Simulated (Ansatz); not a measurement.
What each rung costs, and what it gives

The pair of H₃O⁺ (SMILES [OH3+], atoms 1–4) and C₂H₂ (SMILES C#C, atoms 5–8), both closed shells, in one local arrangement (a lower one may exist), relaxed at PBE0-D4/def2-TZVP:

```xyz
8
angstrom
O -0.2427 0.1071 -1.4002
H 0.3087 0.7713 -1.8469
H -0.0756 0.0320 -0.3452
H -0.2291 -0.7438 -1.8697
C 0.6224 -0.2414 1.2812
C -0.5067 0.1603 1.3921
H 1.6309 -0.6013 1.2596
H -1.5079 0.5158 1.5290
```

Interaction energies are counterpoise-corrected; the time is that of the whole pair.

Program: Ansatz 0.2.0. Basis: as named in each row. Cores are frozen in the correlated methods. B3LYP uses VWN-RPA correlation. Extrapolation: Hartree–Fock as exp(−7.88 √X), correlation as X^−2.97.

Times are rough, for one single point on 2 threads of a shared host (Arm Neoverse V1).

The estimate by CCSD(T) at an estimated basis limit (MP2 extrapolated from triple and quadruple zeta, plus CCSD(T) − MP2 in triple zeta) is -100.1 kJ/mol.

| method | basis | time (s) | interaction energy (kJ/mol) | method less estimate |
| --- | --- | --- | --- | --- |
| HF | STO-3G | under 1 | -77.2 | 22.9 |
| PBE-D4 | STO-3G | under 1 | -117.5 | -17.4 |
| SPW92 | def2-SVP | under 1 | -126.0 | -25.9 |
| B3LYP-D4 | 6-31G | under 1 | -101.5 | -1.4 |
| PBE-D4 | def2-SVP | under 1 | -110.9 | -10.8 |
| PBE0-D4 | def2-SVP | under 1 | -107.2 | -7.1 |
| CCSD(T) | def2-SVP | 1 | -79.1 | 21.0 |
| PBE-D4 | def2-TZVPPD | 2 | -114.0 | -13.9 |
| revPBE-D4 | def2-TZVPPD | 2 | -110.2 | -10.1 |
| BLYP-D4 | def2-TZVPPD | 2 | -106.3 | -6.3 |
| wB97M-V | def2-SVP | 2 | -101.1 | -1.0 |
| PBE0-D4 | def2-TZVPPD | 3 | -112.8 | -12.7 |
| B3LYP-D4 | def2-TZVPPD | 3 | -107.0 | -6.9 |
| r2SCAN-D4 | def2-TZVPPD | 3 | -112.4 | -12.3 |
| HSE06-D4 | def2-TZVPPD | 3 | -112.8 | -12.8 |
| B2PLYP | def2-TZVPPD | 6 | -100.3 | -0.3 |
| B97M-V | def2-TZVPPD | 6 | -105.4 | -5.3 |
| wB97X-V | def2-TZVPPD | 8 | -106.0 | -5.9 |
| wB97M-V | def2-TZVPPD | 8 | -105.2 | -5.1 |
| MP2 | def2-QZVPPD | 23 | -100.6 | -0.5 |
| CCSD(T) | def2-TZVPPD | 48 | -96.1 | 4.0 |

T1 diagnostic: at most 0.014.
